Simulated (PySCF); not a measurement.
Compound: butadiene radical anion, C4H6 (charge -1 and doublet state).
Structure used (PBE0-D3(BJ)/def2-SVP), in Å, numbered top down from 1:
```xyz
10
C4H6 angstrom
C      1.781    0.228   -0.703
C      0.682   -0.160    0.078
C     -0.678    0.161   -0.087
C     -1.777   -0.226    0.694
H      1.658    0.870   -1.584
H      2.797   -0.097   -0.460
H      0.907   -0.807    0.944
H     -0.903    0.809   -0.953
H     -2.794    0.099    0.450
H     -1.655   -0.868    1.575
```

The hyperfine couplings belong to this conformer and change with its torsions.

Identity: butadiene radical anion (`C=CC=C`) [SMILES of the parent framework; charge -1 and doublet state].

Method: UKS B3LYP, IGLO-III on C, pcH-1 on H, non-relativistic, mean-field spin-orbit, GIAO in PySCF. Whether the extra electron is bound in the gas phase wasn't checked; a finite basis holds it in any case. Stability of the SCF solution: not tested. No frequencies were computed at this geometry's level, so the symmetric structure isn't shown to be a minimum.

Task: Give the principal g shifts and their parts.

Result: 
| Δg (ppm) | 1 | 2 | 3 |
| --- | --- | --- | --- |
| relativistic mass correction | -134 | -134 | -134 |
| gauge correction | 8 | 41 | 33 |
| orbital Zeeman/spin–orbit | -1 | 432 | 1098 |
| total | -126 | 340 | 997 |

So g = 2.00219, 2.00266, 2.00332 and g_iso = 2.00272; the tensor is rhombic: the two nearest values differ by 41 % of g3 − g1. Axes: g1 is normal to the molecular plane and g2 points within 6° of the C1–C2 bond.

Task: What effective moment and Curie constant follow for a powder?

Result: With the mean of g² = 4.0109 and S(S+1) = 0.75: μ_eff = √(⟨g²⟩S(S+1)) = 1.734 μB and χT = 0.12505·⟨g²⟩·S(S+1) = 0.376 cm³ K/mol (cgs; spin-Hamiltonian part alone).

Task: At 9.625 GHz, how far is the centre of the isotropic spectrum from where a free electron (g = 2.002319) resonates?

Result: B = hν/(g μB) with μB/h = 13.99624 MHz/mT gives 343.44 mT for the free electron and 343.37 mT at g_iso, 0.07 mT lower.

Task: Average each term over the three axes. Which is largest in size?

Result: The orbital-Zeeman/spin–orbit term 510, the mass correction -134 and the gauge correction 28 ppm, for a total of 404 ppm. The orbital-Zeeman/spin–orbit term is the largest in size. The mass correction is the same along every axis, so the anisotropy comes from the other two: their spans along these axes are 33 (gauge) and 1098 ppm (orbital Zeeman/spin–orbit).

Task: In a frozen sample, at which fields do the three g values resonate at 9.5, 34, 94 and 263 GHz (hyperfine left aside), and which band first spreads them over more than twice a line width of 0.5 mT?

Result: 
```json
{"band": "X", "GHz": "9.5", "B(g3) mT": "338.81", "B(g2) mT": "338.93", "B(g1) mT": "339.00", "spread mT": "0.19"}
{"band": "Q", "GHz": "34.0", "B(g3) mT": "1212.60", "B(g2) mT": "1213.00", "B(g1) mT": "1213.28", "spread mT": "0.68"}
{"band": "W", "GHz": "94.0", "B(g3) mT": "3352.48", "B(g2) mT": "3353.58", "B(g1) mT": "3354.36", "spread mT": "1.88"}
{"band": "J", "GHz": "263.0", "B(g3) mT": "9379.82", "B(g2) mT": "9382.90", "B(g1) mT": "9385.08", "spread mT": "5.26"}
```

The spread grows in proportion to the frequency. W band is the first where it exceeds 1.0 mT.

Largest spin populations (Mulliken): C1 (+0.49), C4 (+0.49), C3 (+0.07) and C2 (+0.07).

The HOMO–LUMO gaps are 2.86 eV among the α and 4.51 eV among the β orbitals.
